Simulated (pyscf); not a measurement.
Optimised with ωB97X-D3(BJ)/def2-SVP in PySCF.

Question: PBE/def2-TZVP puts the barrier of H₃Si–N(SiH₃)–SiH₃ -> SiH₄ + H₂Si=N–SiH₃ (elimination; singlet surface; N–Si, H–Si broken, H–Si formed) at 235.4 kJ/mol and the reaction energy at +224.3 kJ/mol, from the reactant's lowest minimum found. What do r²SCAN/def2-TZVP, B3LYP-D3(BJ)/def2-TZVP, ωB97M-D3(BJ)/def2-TZVP give on the same structures?

Answer: r²SCAN: ΔE‡ = 249.8 kJ/mol, ΔE = +247.0 kJ/mol; B3LYP-D3(BJ): ΔE‡ = 254.7 kJ/mol, ΔE = +243.8 kJ/mol; ωB97M-D3(BJ): ΔE‡ = 256.2 kJ/mol, ΔE = +251.7 kJ/mol. PBE's barrier lies under all of them, by 14.4 to 20.9 kJ/mol. Its reaction energy lies under all of them, by 19.5 to 27.4 kJ/mol. On the product side the descent ends in a complex, 21.1 kJ/mol under the separated species and 10.6 kJ/mol under the saddle at ωB97X-D3(BJ)/def2-TZVP. At the saddle there is also a short Si–Si contact that neither side keeps. At ωB97X-D3(BJ)/def2-TZVP the barrier from the zero used here is 266.7 kJ/mol. H₂Si=N–SiH₃ lies 42.2 kJ/mol over its isomer :HSi–NH–SiH₃ [singlet] (electronic energy, ωB97M-D3(BJ)/def2-TZVP). One saddle was located; it need not be the lowest between these sides.
